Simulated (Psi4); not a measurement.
Reaction (SMILES): N#N (N2) + H+ → [NH+]#N
B3LYP-D3(BJ)/def2-TZVP geometries, fixed; electronic energies without zero-point terms; positive where energy is released.

Basis-set convergence of the proton affinity at PBE with Psi4. Cartesian d functions, on some or all atoms, in 6-31G*, 6-31G**, 6-31+G*; all else is spherical. Density fitting with the program's default auxiliary sets. Psi4's default fitting sets serve the pcseg sets less well. No added dispersion term, no relativity. Functions are those of the species that has most. Reference: the value in aug-cc-pVQZ, 124.26 kcal/mol, itself unsure by roughly 0.25 kcal/mol (its mean distance from cc-pV5Z, def2-QZVPPD, def2-QZVPP). Deviations are taken from unrounded values. Cost is core time over that of STO-3G, rough, on shared machines of one kind.

| basis | functions | proton affinity (kcal/mol) | minus reference (kcal/mol) | cost |
|---|---|---|---|---|
| STO-3G | 11 | 134.07 | 9.80 | 1× |
| pcseg-0 | 20 | 120.50 | -3.76 | 1× |
| def2-SV(P) | 30 | 122.18 | -2.08 | 0.8× |
| 6-31G* | 32 | 123.55 | -0.71 | 0.9× |
| def2-SVP | 33 | 125.98 | 1.72 | 0.8× |
| 6-31G** | 35 | 125.99 | 1.73 | 0.7× |
| 6-31+G* | 40 | 120.71 | -3.55 | 1× |
| 6-311G** | 42 | 125.40 | 1.14 | 0.8× |
| jun-cc-pV(T+d)Z | 92 | 124.03 | -0.23 | 1× |
| aug-pcseg-2 | 115 | 124.16 | -0.10 | 1× |
| def2-QZVPPD | 159 | 124.25 | -0.01 | 2× |
| cc-pV5Z | 237 | 124.55 | 0.29 | 4× |
| pcseg-4 | 263 | 124.30 | 0.04 | 5× |
